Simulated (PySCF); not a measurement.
# Frontier levels across methods

Compound: 2,2-difluoropropane, C3H6F2.
SMILES with atom numbers: `[CH3:1][C:2]([CH3:3])([F:4])[F:5]` (hydrogens: H6, H7, H8 on C1; H9, H10, H11 on C3)

Cartesian coordinates in Å at the PBE0-D3(BJ)/def2-SVP level; atoms count from 1:
```xyz
11
C3H6F2 angstrom
C      1.027    0.794   -0.120
C      0.149   -0.309    0.416
C     -1.173   -0.493   -0.285
F      0.842   -1.484    0.359
F     -0.086   -0.074    1.740
H      0.511    1.761   -0.051
H      1.949    0.836    0.474
H      1.285    0.599   -1.170
H     -1.770    0.427   -0.221
H     -1.723   -1.311    0.200
H     -1.013   -0.745   -1.341
```

Basis pcSseg-2 throughout (PySCF), one geometry. Geometry: PBE0-D3(BJ)/def2-SVP; no solvent, vibrations or thermal averaging.

Task: How do the orbital energies, the gap and the dipole change with the method?

Result: 
```tsv
method	kind	HOMO (eV)	LUMO (eV)	gap (eV)	μ (D)	SCF cycles
OPBE	GGA	-7.69	-0.02	7.68	2.15	13
BLYP	GGA	-7.74	-0.14	7.60	2.24	13
PBE	GGA	-7.79	-0.11	7.68	2.21	12
B97-D	GGA	-7.83	0.03	7.86	2.22	13
BP86	GGA	-7.89	0.07	7.97	2.22	12
KT2	GGA	-7.93	-0.08	7.85	2.24	13
KT3	GGA	-7.96	-0.32	7.64	2.21	13
LDA	LDA	-7.96	-0.19	7.77	2.31	12
B3LYP	global hybrid	-9.27	0.26	9.53	2.35	12
PBE0	global hybrid	-9.48	0.58	10.06	2.34	12
mPW1PW91	global hybrid	-9.52	0.55	10.07	2.34	12
HF	Hartree–Fock	-13.54	2.61	16.15	2.58	10
```

The HOMO spans 5.85 eV, from OPBE down to HF, and the gap runs from 7.60 eV (BLYP) to 16.15 eV (HF). Over the methods OPBE (0 %), BLYP (0 %), PBE (0 %), B97-D (0 %), BP86 (0 %), KT2 (0 %), KT3 (0 %), LDA (0 %), B3LYP (20 %), PBE0 (25 %), mPW1PW91 (25 %), HF (100 %), a straight line through the gap against the share of exact exchange rises by 0.84 eV for each 10 % (correlation coefficient 0.999). The dipole ranges from 2.15 D (OPBE) to 2.58 D (HF). This basis has no diffuse functions.

Reference dipole: 2.40 D (measured, gas; NIST CCCBDB Release 22 (SRD 101), experimental dipoles); nearest here: B3LYP (2.35 D).
